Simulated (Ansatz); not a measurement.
Basis-set series for `N#C[SiH2]` radical. Charge 0, multiplicity 2. Geometry: relaxed with PBE0-D4/def2-TZVP.

```json
{"atom": "N1", "x (Å)": "-0.674", "y (Å)": "1.660", "z (Å)": "1.343"}
{"atom": "C2", "x (Å)": "-0.402", "y (Å)": "0.771", "z (Å)": "0.657"}
{"atom": "Si3", "x (Å)": "-0.094", "y (Å)": "-0.682", "z (Å)": "-0.411"}
{"atom": "H4", "x (Å)": "0.210", "y (Å)": "-0.225", "z (Å)": "-1.786"}
{"atom": "H5", "x (Å)": "0.960", "y (Å)": "-1.525", "z (Å)": "0.196"}
```

| functional | basis | functions | energy (Eh) | HOMO (eV) | LUMO (eV) |
| --- | --- | --- | --- | --- | --- |
| PBE0-D4 | def2-TZVPP | 132 | -383.29548 | -7.21 | -3.52 |
| PBE0-D4 | def2-QZVPP | 244 | -383.30996 | -7.22 | -3.53 |
| ωB97M-V | def2-TZVPP | 132 | -383.47588 | -8.94 | -1.84 |
| ωB97M-V | def2-QZVPP | 244 | -383.48924 | -8.95 | -1.88 |

(1) Give the rows for def2-SVP. (An estimate is asked.)

## Answers

(1) Ansatz gave: 
```tsv
functional	basis	functions	energy (Eh)	HOMO (eV)	LUMO (eV)
PBE0-D4	def2-SVP	56	-383.08625	-7.15	-3.46
ωB97M-V	def2-SVP	56	-383.26211	-8.84	-1.72
```

HOMO and LUMO are taken over both spins.
